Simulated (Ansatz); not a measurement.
Basis-set extrapolation for C2H2FNO2 (`OC1(O)N=C1F`) (PBE0-D4/def2-TZVP geometry, frozen core, the Gaussian-basis code of Ansatz). Multiplicity 1, RHF reference.

|  | def2-TZVPP | def2-QZVPP |
| --- | --- | --- |
| HF | -380.587512 | -380.604309 |
| MP2 correlation | -1.225519 | -1.322064 |
| CCSD(T) correlation | -1.280102 | not run |

Energies in hartree. Use E(X) = E(∞) + A·exp(−7.88·√X) for Hartree–Fock and E(X) = E(∞) + B·X^(−2.97) for correlation, with X = 3 and 4, and add CCSD(T) minus MP2 of the smaller set to the MP2 limit.

**Question.** What is the CCSD(T) energy at the basis-set limit?

**Answer.** HF limit: -380.604309 + (-0.016797) × 0.13774 = -380.60662. MP2 limit: -1.322064 + (-0.096545) × 0.74074 = -1.39358. Higher-order term: -1.280102 − (-1.225519) = -0.05458. Total: -382.05478 hartree, 117.4 kcal/mol below CCSD(T)/def2-TZVPP.
